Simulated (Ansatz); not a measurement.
System: zinc-blende BeTe. Method: HSE06 in Ansatz (plane waves, PAW).

Run with plane-wave cutoff 460 eV, 8×8×8 k mesh, Fermi–Dirac smearing 0.01 eV, scalar-relativistic PAW data made under PBE.

Response to compression and expansion:

| V (Å³/atom) | P (GPa) | direct gap at Γ (eV) | smallest gap on the k mesh (eV) |
|---|---|---|---|
| 21.194 | 3.44 | 4.420 | 2.520 |
| 21.751 | 1.61 | 4.446 | 2.590 |
| 22.256 | 0.14 | 4.467 | 2.650 |
| 22.867 | -1.44 | 4.490 | 2.718 |
| 23.425 | -2.70 | 4.415 | 2.776 |

The fundamental gap (2.66 eV at the equilibrium volume, on the SCF mesh) lies elsewhere than Γ–Γ.

Measured, for comparison: band gap 2.8 eV (temperature not stated, no zero-point or thermal correction, sources range from 2.70 to 2.80; as tabulated in Das et al. (2018), arXiv:1807.05623).

Spin–orbit coupling is not included; with these elements it can move the gap by several tenths of an eV or more.

Ansatz is an electronic-structure program.
